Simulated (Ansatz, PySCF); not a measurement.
Molecule: C2HO2, net charge -1, singlet state. SMILES: O=[C-]C=O
Structure (B3LYP-D3(BJ)/def2-TZVP (Ansatz, a program for electronic structure) minimum search):
```xyz
5

C      0.3793     0.5548     0.3023
C      0.0253    -0.7631    -0.0300
O      0.7000     1.6344    -0.1519
O     -1.1213    -1.3030    -0.0677
H      0.9428    -1.4012     0.1232
```
Charge -1, spin multiplicity 1.

Unscaled harmonic wavenumbers (cm⁻¹) in rising order, each level at the stationary point that it reaches from this structure (no distance between atoms moves by over 0.3 Å); the order of modes can differ between levels, and a negative number is imaginary. B3LYP-D3(BJ)/def2-TZVP (PySCF, at the structure above): 189, 317, 625, 721, 941, 1325, 1468, 1810, 2659.

HF/3-21G (Ansatz): 237, 279, 773, 869, 1097, 1259, 1545, 2173, 2942. Zero-point energy 16.0 against 14.4 kcal/mol; where all levels lie over 400 cm⁻¹, the wavenumbers are on average 1.131 times those of B3LYP-D3(BJ)/def2-TZVP.

HF/6-31G* (Ansatz): 190, 292, 592, 765, 1061, 1498, 1727, 1887, 2883. Zero-point energy 15.6 against 14.4 kcal/mol; where all levels lie over 400 cm⁻¹, the wavenumbers are on average 1.081 times those of B3LYP-D3(BJ)/def2-TZVP.

B3LYP/6-31G* (Ansatz): 179, 350, 614, 723, 930, 1352, 1519, 1826, 2579. Zero-point energy 14.4 against 14.4 kcal/mol; where all levels lie over 400 cm⁻¹, the wavenumbers are on average 1.001 times those of B3LYP-D3(BJ)/def2-TZVP.
